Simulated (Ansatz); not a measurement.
Zinc-blende BeSe, treated with LDA (PAW; Ansatz, a first-principles code).

Run with plane-wave cutoff 520 eV, 12×12×12 k mesh, scalar-relativistic PAW data made under PBE.

Computed at the level's own relaxed cell.

Hill averages of the elastic tensor: K = 84.0 GPa, G = 56.8 GPa. Volume 16.401 Å³/atom, mean atomic mass 43.986 u.

Problem. Work out the density, the sound velocities of a polycrystal and the elastic Debye temperature at this level.

Solution. ρ = 1.66054 × 43.986/16.401 = 4.453 g/cm³. v_l = √[(K + 4G/3)/ρ] = 5.989 km/s and v_t = √(G/ρ) = 3.571 km/s. The mean follows from 3/v_m³ = 1/v_l³ + 2/v_t³: v_m = 3.953 km/s. Θ_D = (ħ/k_B) v_m (6π²/V)^(1/3) = 76.38 K Å s/km × 3.953 × 1.5341 Å⁻¹ = 463 K, counting all atoms of the cell.
